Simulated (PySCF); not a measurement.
# Telling isomers of C₆H₆ apart by NMR

[PySCF 2.14: GFN2-xTB geometry; J couplings at B3LYP/pcJ-1 (spin–dipole term left out of most H,H and C,H couplings); shielding tensors at PBE0/pcSseg-1 (GIAO); isolated molecule; averaged over atoms made equivalent by symmetry, fast rotation or ring inversion; non-relativistic; one conformer]

Shifts are taken against calculated references (same method and geometry level): 1H (σ = 31.72 ppm) and 13C (σ = 186.93 ppm) vs TMS. Multiplet labels drop J under 1 Hz and among equivalent protons, and merge close values. Unscaled 3J(H,H) run several per cent high. Shifts are as computed. Against solution values, carbons near 30 ppm lie about +3 ppm off and those near 130 ppm about +5 ppm. Of 1211 compounds with measured shifts, 218 miss one by over three times the rms of a fit or turn the order of signals round; such compounds aren't used in these exercises.

(1) Tabulate the signals of `C=C1C=CC1=C`, `C=C1C=CC=C1` and their relative energies.

(2) What is the quickest way to tell C=C1C=CC1=C from C=C1C=CC=C1?

Results:

(1) 
```tsv
SMILES	carbon types	δC	δH	E rel. (kcal/mol)
C=C1C=CC1=C	2×C 2×CH 2×CH2	156.2, 155.7, 100.5	7.22 (m, 2H), 5.06 (m, 2H), 5.00 (d, 2H)	29.5
C=C1C=CC=C1	1×C 4×CH 1×CH2	160.0, 140.9, 133.2, 130.6	6.71 (dd, 2H), 6.34 (d, 2H), 6.20 (d, 2H)	0.0
```

Energies are electronic energies at PBE0/pcSseg-1 on these geometries, without zero-point or thermal terms, each for the one conformer computed, which needn't be the lowest.

(2) Count the carbon signals: 3 against 4. The first has a terminal =CH2 carbon at 100.5 ppm, the second a terminal =CH2 carbon at 133.2 ppm. Their most deshielded carbons lie at 156.2 and 160.0 ppm. In the proton spectra the most deshielded non-exchanging signals are 7.22 (m, 2H) and 6.71 (dd, J = 6.3, 1.6 Hz, 2H).
